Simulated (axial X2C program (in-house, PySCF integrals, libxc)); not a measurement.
**Correcting the dissociation energy of F₂⁺ for spin–orbit coupling**

A spin-free CCSD(T) curve (one-electron X2C) was computed with an axial X2C code built on PySCF integrals, basis F dyall-av3z [7s6p3d2f] (cores contracted in-house), for the state M_S = 1/2, Λ = 1 (beyond evenly filled blocks: π+α, π+β, π-α). It gives D0 = 3.121 eV to F+ + F, which in a spin-free picture are the weighted means of the ground terms.

Correlated methods: 13 electrons correlated (number of frozen shells: F 1 s), 195 virtual spin orbitals or spinors in MP2, 90 natural virtuals in coupled cluster.

Measured levels of the ground terms (NIST Handbook of Basic Atomic Spectroscopic Data), in cm⁻¹: F+ 3P: J = 2 at 0, J = 1 at 341.1, J = 0 at 489.7; F 2P: J = 3/2 at 0, J = 1/2 at 404.1.

The two components of the molecular doublet are 343 cm⁻¹ apart in the PBE0 2c search (Ω = 3/2 lower), so the lower one lies 172 cm⁻¹ under their mean.

Q: How far does each ground level lie under the (2J+1)-weighted mean of its term?

A: F+: (5 × 0 + 3 × 341.1 + 1 × 489.7)/9 = 168 cm⁻¹; F: (4 × 0 + 2 × 404.1)/6 = 135 cm⁻¹.

Q: Correct D0.

A: D0 = 3.121 + (172 − 303)/8065.5 = 3.105 eV at CCSD(T) with these spin–orbit terms. The direct two-component run gives 3.110 eV; the difference holds second-order terms in the molecule, scalar two-electron terms, the gap between measured and computed atomic splittings (a 2c atom can miss part of its lowering) and, in coupled cluster, the truncation of each run.

Second-order spin–orbit effects in the molecule, which grow quickly with Z, are left out. Occupations by symmetry block were frozen at the best pattern of an incomplete PBE0 search. Dissociation energies refer to the lowest single-determinant-based atoms at the same level and basis. CCSD and (T) use frozen natural virtuals with an MP2 correction for the truncation; (T) itself is uncorrected, so its De runs slightly low. Under one Hamiltonian the search converged a single determinant, so lower ones may well exist.
